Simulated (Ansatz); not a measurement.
# C₄H₄F₂: one species, many methods

One table from this session's results is given with a row withheld; the runs are named, their logs left out.

Computed with Ansatz 0.2.0, Gaussian basis. Level: functionals in def2-TZVPP, the program's frozen cores in correlated methods.

Levels to be run: PBE-D4, r2SCAN-D4, PBE0-D4, B3LYP-D4, ωB97X-V, ωB97M-V, B2PLYP; CCSD(T)/def2-TZVPP; MP2/def2-QZVPP; extrapolation to the limit.

## The relaxed structure

An earlier PBE0-D4 in a triple-zeta def2 set relaxation fixed the geometry.

SMILES `F/C=C\C=C/F`, 10 atoms, charge 0, spin multiplicity 1.

Atoms are counted from 1 here; the program's logs count them from 0.

Bond lengths: F1–C2 1.337 Å, C2–C3 1.327 Å, C2–H7 1.083 Å, C3–C4 1.443 Å, C3–H8 1.083 Å, C4–C5 1.327 Å, C4–H9 1.083 Å, C5–F6 1.337 Å, C5–H10 1.083 Å. Angles: F1–C2–C3 122.2°, F1–C2–H7 112.5°, C3–C2–H7 125.4°, C2–C3–C4 124.4°, C2–C3–H8 116.7°, C4–C3–H8 118.9°, C3–C4–C5 124.4°, C3–C4–H9 118.9°, C5–C4–H9 116.7°, C4–C5–F6 122.2°, C4–C5–H10 125.4°, F6–C5–H10 112.5°.

Set-up of the first run:

Input file in.yaml:

```yaml
crystal:
  periodic: [false, false, false]
  atoms:
    - {symbol: F, position_ang: [1.944977, -1.258413, 0.914989]}
    - {symbol: C, position_ang: [1.434881, -0.040653, 1.125972]}
    - {symbol: C, position_ang: [0.352282, 0.391593, 0.491182]}
    - {symbol: C, position_ang: [-0.387197, -0.379433, -0.478597]}
    - {symbol: C, position_ang: [-1.469879, 0.052747, -1.113292]}
    - {symbol: F, position_ang: [-1.979961, 1.270519, -0.902346]}
    - {symbol: H, position_ang: [2.000689, 0.524563, 1.855657]}
    - {symbol: H, position_ang: [0.016028, 1.392999, 0.730019]}
    - {symbol: H, position_ang: [-0.050836, -1.380776, -0.717544]}
    - {symbol: H, position_ang: [-2.035783, -0.512546, -1.842840]}
basis:
  gaussian: {orbitals: def2-TZVPP}
hamiltonian: {xc: pbe, dispersion: d4}
output: {forces: true, orbitals: {seedname: orbitals}}
```

Steps of the session up to this table: PBE-D4 (GGA); r2SCAN-D4 (meta-GGA); PBE0-D4 (hybrid); B3LYP-D4 (hybrid); ωB97X-V (range-separated); ωB97M-V (range-separated); B2PLYP (double hybrid); CCSD(T) in def2-TZVPP; MP2 in def2-QZVPP.

One table of the session follows, with a row left open; its other results are not shown here.

It belongs to the step «Atomisation energies». 

```
            method  atomisation energy (kJ/mol)
            PBE-D4                       4493.8
         r2SCAN-D4                       4343.8
           PBE0-D4                       4363.8
          B3LYP-D4                       4317.6
           ωB97X-V                       4308.5
           ωB97M-V                       4321.8
            B2PLYP                       4278.2
     HF/def2-TZVPP                       3096.0
    MP2/def2-TZVPP                       4316.1
   CCSD/def2-TZVPP                       4108.4
CCSD(T)/def2-TZVPP                       4191.9
           MP2/CBS                            ?
       CCSD(T)/CBS                       4299.4
```

**Question.** Estimate the row for MP2/CBS.

As computed: atomisation energy (kJ/mol): 4423.6. In the column «atomisation energy (kJ/mol)» it lies between PBE0-D4 (4363.8) and PBE-D4 (4493.8).
